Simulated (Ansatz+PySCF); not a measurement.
A calculation with Ansatz (development build ahead of 0.2.0).

```yaml
crystal:
  periodic: [false, false, false]
  atoms:
    - { symbol: Li, position_ang: [0.0, 0.0, 0.0] }
    - { symbol: Si, position_ang: [1.55142, 2.06856, 4.47856] }
basis:
  gaussian: { orbitals: "6-31G" }
magnetization:
  initial_magnetization: 3
hamiltonian:
  xc: hf
correlation:
  method: ccsd_t
  frozen_orbitals: { Li: 0, Si: 5 }
scf:
  omitted_lower_state_checks: [stability, starts, atomic_configurations, cluster_reference, orbital_swaps, given_window_search, neighbouring_geometries, increment]
```

The input is written out in the form of the current development build from the run's settings. Correlation on restricted open-shell orbitals is semicanonical, with singles.

Results

```
Converged                                                          : yes
Reference energy                                                   : -296.26044 hartree
CCSD correlation energy                                            : -0.02450 hartree
Triples correction                                                 : -0.00015 hartree
Total energy                                                       : -296.28508 hartree
Spin squared of the determinant                                    : 3.750
T1 diagnostic                                                      : 0.009
Largest doubles amplitude                                          : 0.07
Occupied orbitals by symmetry in an Abelian subgroup (alpha; beta) : 6 A1 2 B1 2 B2; 5 A1 1 B1 1 B2
```
